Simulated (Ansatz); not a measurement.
A run of Ansatz (development build ahead of 0.2.0) on doublet H₂O(+) at this shape:

```yaml
atoms:
  - { symbol: O, position_ang: [0.0008, 0.0480, -0.1307] }
  - { symbol: H, position_ang: [-0.0138, 0.7737, 0.4560] }
  - { symbol: H, position_ang: [-0.0113, -0.8068, 0.5142] }
```

Its results:

| Quantity | Value |
| --- | --- |
| Converged | yes |
| Total energy | -75.62569 hartree |
| Spin squared of the determinant | 0.757 |

Q: Which input gives this output? Name the method, the orbitals and the basis set, and write the input.

A: UHF in cc-pVDZ.

```yaml
crystal:
  periodic: [false, false, false]
  atoms:
    - { symbol: O, position_ang: [0.00079, 0.04804, -0.13069] }
    - { symbol: H, position_ang: [-0.01383, 0.77373, 0.45602] }
    - { symbol: H, position_ang: [-0.01126, -0.80678, 0.51417] }
basis:
  gaussian: { orbitals: cc-pVDZ }
total_charge: 1
magnetization:
  spin_polarized: true
  initial_magnetization: 1
hamiltonian:
  xc: hf
```
